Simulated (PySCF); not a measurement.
**Spin–spin coupling constants**

Geometry:
```
atom   x (Å)   y (Å)   z (Å)
  C1   1.963  -0.398   0.009
  C2   0.723   0.078  -0.732
  C3  -0.369   0.561   0.190
  C4  -1.302  -0.424   0.833
  C5  -1.806   0.507  -0.231
  H6   2.745  -0.741  -0.686
  H7   1.723  -1.233   0.686
  H8   2.394   0.408   0.623
  H9   0.993   0.888  -1.433
 H10   0.324  -0.740  -1.358
 H11  -0.086   1.420   0.810
 H12  -1.180  -1.481   0.573
 H13  -1.616  -0.253   1.866
 H14  -2.032   0.085  -1.215
 H15  -2.470   1.323   0.065
```

Couplings: B3LYP/pcJ-1 (without the spin–dipole term) in PySCF 2.14.0 with density-fitted response routines, geometry PBE0-D3(BJ)/def2-SVP; gas phase, one conformer, non-relativistic. Couplings are averaged over pairs made equivalent by symmetry, fast rotation or ring inversion, so a value needn't be that of the named pair in this geometry, while other rotamers aren't included; one pair stands for each set, and the list holds a selection of those of at least 1.5 Hz over up to four bonds.

Isotopes: ¹³C, ¹H.

| pair | bonds | J (Hz) |
| --- | --- | --- |
| C1, C2 | 1 | 37.1 |
| C1, H6 | 1 | 131.8 |
| C2, C3 | 1 | ? |
| C2, H9 | 1 | 130.3 |
| C3, C4 | 1 | 15.4 |
| C3, H11 | 1 | ? |
| C4, C5 | 1 | ? |
| C4, H12 | 1 | ? |
| C4, H13 | 1 | 168.4 |
| C1, H9 | 2 | -3.2 |
| C3, H9 | 2 | -4.7 |
| C4, H15 | 2 | -2.2 |
| H6, H7 | 2 | -13.9 |
| H9, H10 | 2 | -15.3 |
| C1, H11 | 3 | ? |
| C2, H12 | 3 | ? |
| C2, H13 | 3 | 2.9 |
| C3, H6 | 3 | 6.4 |
| C4, H9 | 3 | 6.2 |
| H6, H9 | 3 | ? |
| H9, H11 | 3 | 7.8 |
| H11, H12 | 3 | ? |
| H11, H13 | 3 | 9.2 |
| H12, H14 | 3 | 10.4 |
| H12, H15 | 3 | 6.2 |
| H13, H15 | 3 | 10.1 |

Estimate the withheld couplings, with signs.

Answers


- ¹J(C2,C3) = 45.8 Hz (bond length 1.508 Å)
- ¹J(C3,H11) = 162.5 Hz (bond length 1.097 Å, sp3 carbon)
- ¹J(C4,C5) = 14.8 Hz (bond length 1.502 Å)
- ¹J(C4,H12) = 166.5 Hz (bond length 1.094 Å, sp3 carbon)
- ³J(C1,H11) = 2.0 Hz (dihedral angle 61°)
- ³J(C2,H12) = 6.0 Hz (dihedral angle 2°)
- ³J(H6,H9) = 8.2 Hz (mean over equivalent pairs that range from 3.6 to 16.8 Hz in this conformer)
- ³J(H11,H12) = 5.5 Hz (dihedral angle 146°)
